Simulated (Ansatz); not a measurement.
Geometry optimisation, RKS PBE-D4/def2-mTZVP in Ansatz.

Input file:

```yaml
crystal:
  periodic: [false, false, false]
  atoms:
    - { symbol: Si, position_ang: [-1.53853, 1.30079, -1.51888] }
    - { symbol: Al, position_ang: [0.17176, 0.43334, 0.16939] }
    - { symbol: Si, position_ang: [1.12592, -1.56508, 1.15872] }
    - { symbol: H, position_ang: [-2.6501, 0.97874, -2.44874] }
    - { symbol: H, position_ang: [-1.44127, 2.77055, -1.71234] }
    - { symbol: H, position_ang: [0.43103, 1.98164, 0.358] }
    - { symbol: H, position_ang: [2.58687, -1.57093, 0.92496] }
    - { symbol: H, position_ang: [0.49137, -2.71437, 0.4637] }
    - { symbol: H, position_ang: [0.82295, -1.61467, 2.60519] }
total_charge: 1
basis:
  gaussian: { orbitals: def2-mTZVP }
hamiltonian:
  xc: pbe
  dispersion: d4
relax:
  f_tol: 0.015
  max_steps: 40
```

Command:

```bash
$ ansatz run input.yaml --threads 2 --pin off --max-ram 3072MiB --backend cpu --events-out ev --progress --plain --runs-dir out
```

Problem. Where does it end, and by what steps?

Solution. The forces met the threshold. After 37 steps the energy has fallen by 0.988 eV; H5 moved furthest, 2.58 Å. Joined: Si1–H8 (4.92 → 1.70 Å).

| step | energy less start (eV) | largest force component (eV/Å) | accepted |
| --- | --- | --- | --- |
| 0 | 0.0000 | 0.539 | yes |
| 2 | -0.1955 | 0.140 | yes |
| 4 | -0.2977 | 0.607 | yes |
| 6 | -0.4060 | 0.384 | yes |
| 8 | -0.4775 | 0.292 | yes |
| 10 | -0.4992 | 0.305 | no |
| 12 | -0.5272 | 0.040 | yes |
| 14 | -0.5298 | 0.259 | no |
| 16 | -0.5385 | 0.111 | yes |
| 18 | -0.5421 | 0.134 | yes |
| 20 | -0.5428 | 0.072 | yes |
| 22 | -0.5475 | 0.152 | yes |
| 24 | -0.5543 | 0.338 | yes |
| 26 | -0.6040 | 0.509 | yes |
| 28 | -0.6476 | 0.379 | no |
| 30 | -0.6893 | 0.187 | yes |
| 32 | -0.8592 | 0.545 | yes |
| 34 | -0.9785 | 0.225 | yes |
| 36 | -0.9877 | 0.032 | yes |
| 37 | -0.9880 | 0.010 | yes |

```xyz
9
Properties=species:S:1:pos:R:3
Si -0.884 0.497 -1.003
Al 0.247 1.475 0.939
Si 0.816 -0.900 0.746
H -2.272 -0.051 -0.940
H -0.312 0.545 -2.382
H 0.466 2.789 1.774
H 2.036 -1.388 0.034
H -0.163 -0.994 -0.636
H 0.066 -1.972 1.468
```

The run took 33 s on 2 threads of Intel(R) Xeon(R) Platinum 8488C (Sapphire Rapids) (shared host), peak memory 0.14 GiB.
